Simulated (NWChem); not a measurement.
# quartet LiO at 6 levels

We compute a comparison of 6 runs (UHF/STO-3G, UHF/3-21G, UB3LYP/6-31G*, UPBE0/def2-TZVPPD, UMP2/def2-TZVPPD, UCCSD(T)/def2-TZVPPD) of quartet LiO. 

Program for the calculation: NWChem 7.3.0.

9 further runs of the same task are left out: 1 that didn't finish, 8 set aside as unsound or not needed. Runs told in other sessions of the task aren't counted.

## (1) Starting point

The species is LiO (2 atoms), meant as a quartet with charge 0. SMILES of the parent species: `[Li][O]`. Geometry: relaxed at PBE0-D4/def2-TZVP. That shape belongs to the parent species and isn't relaxed for this state.

Bond lengths: Li1–O2 1.681 Å.

## (2) The energy at UHF/STO-3G (run 1)

File lio.nw:

```
start lio
memory total 2200 mb

geometry noautosym nocenter noautoz
 Li    0.000000    0.000000   -0.057440
 O     0.000000    0.000000    1.623240
end

basis spherical bse
 * library STO-3G
end

scf
 quartet
 uhf
 thresh 1e-08
 maxiter 80
 print medium
end

task scf energy
```

On the command line:

```sh
nwchem lio.nw > lio.out
```

Standard output:

```text
[...]
  functions       =    10
[...]
  wavefunction    = UHF
[...]
         Total SCF energy =    -81.131033376827
      One electron energy =   -126.400692978184
      Two electron energy =     37.713043246076
 Nuclear repulsion energy =      7.556616355280
                       Sz =      1.5000
                 Sz(Sz+1) =      3.7500
                      S^2 =      3.7533
[...]
```

Wall time 0.63 s (1 thread of Intel Xeon 6975P-C (Granite Rapids), shared host); peak memory 0.1 GiB.

## (3) The energy at UHF/3-21G (run 2)

File run.py:

```python
from ase import Atoms
from ase.calculators.nwchem import NWChem

system = Atoms('LiO', positions=[
    [-0.000000, -0.000000, -0.057440],
    [0.000000, 0.000000, 1.623240],
])

calc = NWChem(
    label='lio',
    theory='scf',
    memory='2200 mb',
    basis='3-21G',
    basispar='spherical bse',
    scf={'nopen': '3', 'uhf': None, 'thresh': '1e-08', 'maxiter': '80'},
    task='energy',
)
system.calc = calc

e = system.get_potential_energy()
print(f"E = {e:.6f} eV")
```

On the command line:

```sh
export ASE_NWCHEM_COMMAND="nwchem PREFIX.nwi > PREFIX.nwo"
python run.py
```

Standard output:

```text
E = -2224.972007 eV
```

The calculator wrote lio.nwi:

```
title "lio"

permanent_dir lio

scratch_dir lio

start lio

geometry units angstrom nocenter noautosym noautoz
  Li -0.0000000000000000e+00 -0.0000000000000000e+00 -5.7439999999999998e-02
  O  0.0000000000000000e+00 0.0000000000000000e+00 1.6232400000000000e+00
end

memory 2200 mb

basis spherical bse noprint
   * library 3-21G
end

scf
  nopen 3
  uhf
  thresh 1e-08
  maxiter 80
end

task scf energy
```

lio.nwo:

```text
Northwest Computational Chemistry Package (NWChem) 7.3.0
             --------------------------------------------------------

           Job information
           ---------------

    nwchem branch   = 7.3.0
    use scalapack   = T
    input           = lio.nwi
    prefix          = lio.
    data base       = lio/lio.db
    status          = startup
    nproc           =        1

           Memory information
           ------------------

    heap     =     72089600 doubles =      550.0 Mbytes
    stack    =     72089597 doubles =      550.0 Mbytes
    global   =    144179200 doubles =     1100.0 Mbytes (distinct from heap & stack)
    total    =    288358397 doubles =     2200.0 Mbytes
    verify   = yes
    hardfail = no

[... 33 lines left out ...]
            Nuclear Dipole moment (a.u.)
[... 57 lines left out ...]
 1-e energy   =    -127.134408
[... 7 lines left out ...]
         Quadratically convergent UHF
[... 14 lines left out ...]
       Final UHF  results
[... 3 lines left out ...]
      One electron energy =   -126.519306899181
[... 1 line left out ...]
 Nuclear repulsion energy =      7.556616355280
[... 29 lines left out ...]
          Final beta eigenvalues
[... 132 lines left out ...]
                     UHF Final Beta Molecular Orbital Analysis
[... 153 lines left out ...]
   Mulliken analysis of the spin density
   -------------------------------------

    Atom       Charge   Shell Charges
 -----------   ------   -------------------------------------------------------
    1 Li   3     0.99   0.00  0.20  0.07  0.67  0.04
    2 O    8     2.01   0.00  0.04  1.03 -0.01  0.96

       Multipole analysis of the density wrt the origin
       ------------------------------------------------

     L   x y z        total         alpha         beta         nuclear
     -   - - -        -----         -----         ----         -------
     0   0 0 0      0.000000     -7.000000     -4.000000     11.000000

     1   1 0 0     -0.000000     -0.000000     -0.000000      0.000000
[... 8 lines of this table left out ...]
     2   0 0 2    -11.617913    -56.969591    -29.959079     75.310757

 Task  times  cpu:        0.1s     wall:        0.1s
 Total times  cpu:        0.1s     wall:        0.1s
```

Run time: 1.3 s. Hardware: 1 thread of Intel Xeon 6975P-C (Granite Rapids), shared host; peak memory 0.1 GiB.

Run 3 isn't shown in full; the table further down has it.

## (4) The energy at UPBE0/def2-TZVPPD (run 4)

File lio.nw:

```
start lio
memory total 2200 mb

geometry units angstroms noautosym nocenter noautoz
  Li       0.000000       0.000000      -0.057440
  O        0.000000       0.000000       1.623240
end

basis "ao basis" spherical bse
  * library def2-TZVPPD
end

dft
  xc pbe0
  mult 4
  grid xfine
  convergence energy 1e-08
  maxiter 100
  mulliken
  noprint "final vectors analysis"
end

task dft energy
```

On the command line:

```sh
nwchem lio.nw > lio.out
```

Standard output:

```text
[...]
          Wavefunction type:  spin polarized.
          No. of atoms     :     2
          No. of electrons :    11
[...]
          Charge           :     0
          Spin multiplicity:     4
[...]
          AO basis - number of functions:    62
[...]
              XC Information
              --------------
                         PBE0 Method XC Functional
                     Hartree-Fock (Exact) Exchange  0.250
          PerdewBurkeErnzerhof Exchange Functional  0.750
            Perdew 1991 LDA Correlation Functional  1.000 local
           PerdewBurkeErnz. Correlation Functional  1.000 non-local
[...]
 d= 0,ls=0.0,diis     1    -82.4315000245 -9.00D+01  1.22D-02  1.58D-01     0.9
[...]
 d= 0,ls=0.0,diis     7    -82.4702732550 -5.10D-09  5.39D-07  1.53D-10     4.0
[...]
         Total DFT energy =      -82.470273255046
      One electron energy =     -127.203164273387
           Coulomb energy =       47.422039934843
    Exchange-Corr. energy =      -10.245765271783
 Nuclear repulsion energy =        7.556616355280
[...]
      Total Density - Mulliken Population Analysis
     ---------------------------------------------
    Atom       Charge   Shell Charges
 -----------   ------   -------------------------------------------------------
    1 Li   3     3.22   0.36  1.27  0.34  0.55  0.62  0.00  0.06  0.02  0.00  0.00
    2 O    8     7.78   0.80  1.17  0.66  1.03  0.32 -0.11  1.71  1.61  0.61 -0.01  0.00  0.00 -0.00  0.00
[...]
      <S2> =      3.7534 (Exact =     3.7500)
[...]
```

It took 4.5 s on 1 thread of Intel Xeon 6975P-C (Granite Rapids), shared host; peak memory 0.11 GiB.

Run 5 isn't shown in full; the table further down has it.

## (5) A single-point energy at UCCSD(T)/def2-TZVPPD (run 6)

File sp.xyz:

```xyz
2

Li     0.000000     0.000000    -0.057440
O      0.000000     0.000000     1.623240
```

File sp.nw:

```
start sp
memory total 2200 mb

geometry noautosym nocenter noautoz
load sp.xyz
end

basis spherical bse
* library def2-TZVPPD
end

scf
quartet
uhf
thresh 1e-08
maxiter 80
end

tce
scf
ccsd(t)
freeze core 1
maxiter 60
end

task tce energy
```

On the command line:

```sh
nwchem sp.nw > sp.out
```

Standard output:

```text
[...]
  functions       =    62
[...]
  wavefunction    = UHF
[...]
         Total SCF energy =    -82.229352571110
      One electron energy =   -127.190442074108
      Two electron energy =     37.404473147718
 Nuclear repulsion energy =      7.556616355280
                       Sz =      1.5000
                 Sz(Sz+1) =      3.7500
                      S^2 =      3.7578
[...]
         Wavefunction type : Unrestricted Hartree-Fock
          No. of electrons :    11
[...]
         Spin multiplicity : quartet
[...]
 CCSD total energy / hartree       =       -82.426046329030825
[...]
 CCSD[T] total energy / hartree       =       -82.429345676773650
[...]
 CCSD(T) total energy / hartree       =       -82.429271874967313
[...]
```

It took 15 s on 1 thread of Intel Xeon 6975P-C (Granite Rapids), shared host; peak memory 0.54 GiB.

## (6) Overview of the runs

| run | level | iteration cap | module | energy (Eh) | dipole moment (D) of the reference | HOMO energy (eV) | LUMO energy (eV) | wall time |
| --- | --- | --- | --- | --- | --- | --- | --- | --- |
| 1 | UHF/STO-3G | 80 | scf | -81.131033 | 3.85 | -4.10 | 3.22 | 0.63 s |
| 2 | UHF/3-21G | 80 | scf | -81.766214 | 3.84 | -4.75 | -0.04 | 1.3 s |
| 3 | UB3LYP/6-31G* (spherical functions) | 100 | dft | -82.535729 | 2.82 | -3.07 | – | 3.3 s |
| 4 | UPBE0/def2-TZVPPD | 100 | dft | -82.470273 | 2.92 | – | – | 4.5 s |
| 5 | UMP2/def2-TZVPPD | 80 | mp2 | -82.404305 | – | -4.77 | -0.53 | 3.3 s |
| 6 | UCCSD(T)/def2-TZVPPD | 80 | tce | -82.429272 | – | -4.77 | -0.53 | 15 s |

## (7) Summary of results

```
                                                         quantity         value
                                              run 6: total energy  -82.42927 Eh
run 6: HOMO energy (Hartree–Fock orbitals) (highest over α and β)      -4.77 eV
 run 6: LUMO energy (Hartree–Fock orbitals) (lowest over α and β)      -0.53 eV
                run 6: correlation energy (1 core orbital frozen)    -199.9 mEh
                                            run 6: (T) correction     -3.23 mEh
                         run 6: ⟨S²⟩ of the reference determinant         3.758
```

Over runs 1, 2, 3, 4 the dipole moment (its size) runs from 2.82 D (UB3LYP/6-31G*) to 3.85 D (UHF/STO-3G). The two ends differ in method and basis. Totals of different functionals can't be ranked against each other. In run 1 the basis is minimal, so the values are rough. All runs together took 28 s, the longest 15 s.
